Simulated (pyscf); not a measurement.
Homolytic dissociation enthalpies at 298 K of N–Si, N–Sn bonds in 8 gas-phase molecules, in kcal/mol. Optimised with ωB97X-D3(BJ)/def2-SVP in PySCF. MP2 and CC: frozen core, UHF for open shells. ΔMP2 is the change of the MP2 total energy from the triple- to the quadruple-zeta basis. Both columns use the same structures and thermal terms. Rows were drawn at random from the closed-shell molecules with such a bond whose radicals are computed, keep their shape and have no isomer in the data more than 5 kcal/mol lower.

```tsv
row	molecule	radicals	PBE/def2-TZVP	CCSD(T)/def2-TZVPP + ΔMP2(QZVPP)
1	H₂N–SiH(OH)–F	NH₂• + HO–SiH•–F	108.7	115.1
2	H₂N–SiH₂–NH₂	NH₂• + H₂N–SiH₂•	101.2	106.8
3	H₂N–Si(OH)(F)–F	NH₂• + HO–Si•(F)–F	111.7	118.9
4	H₂N–SiH₂–Cl	NH₂• + •H₂Si–Cl	103.2	107.9
5	H₂N–SiH₂–F	NH₂• + F–SiH₂•	107.8	112.5
6	H₂N–SiH(OH)–OH	NH₂• + HO–SiH•–OH	107.4	?
7	H₂N–SnH₃	NH₂• + SnH₃•	72.0	75.3
8	H₂N–SiH(OH)–Cl	NH₂• + HO–SiH•–Cl	105.1	111.6
```

Q: Fit a line that carries the PBE values to the last column and predict row 6.

A: In the 7 complete rows the last column lies 3.3 to 7.2 kcal/mol from PBE (mean 5.5, median 5.6). Least squares gives y = -2.6 + 1.08·x with residuals of 0.8 kcal/mol (root mean square). For row 6: -2.6 + 1.08 × 107.4 = 113.4 kcal/mol. The computed value is 113.9 kcal/mol, 0.5 over the line. The CCSD(T) − MP2 part came from Ansatz, without density fitting, on the same reference. The frozen core leaves the outer d or s,p core shells of the metals and heavy elements correlated in the MP2 and CC values, and def2-TZVPP describes them poorly, which can shift differences by a few kcal/mol. Elements past Kr carry the def2 core potentials, without spin-orbit coupling.
